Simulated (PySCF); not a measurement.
Methane, CH4, SMILES C, singlet, CAM-B3LYP/def2-SVP optimised geometry.

```
5

C     -0.37    -0.26     0.00
H     -0.73     0.78     0.00
H     -0.73    -0.78    -0.90
H      0.73    -0.26     0.00
H     -0.73    -0.78     0.90
```

Density from PySCF with CAM-B3LYP/def2-TZVP at that geometry.

Minimum of the electron density along straight lines between bonded atoms, close to the bond critical point (lines longer than 1.1 times the sum of covalent radii, or with two minima, are not listed):

```tsv
bond	length / Å	ρ at the minimum / e bohr⁻³	∇²ρ there / e bohr⁻⁵	position (fraction from the first atom)
C1–H2	1.098	0.272	-0.92	0.64
C1–H3	1.098	0.272	-0.92	0.64
C1–H4	1.098	0.272	-0.92	0.64
C1–H5	1.098	0.272	-0.92	0.64
```
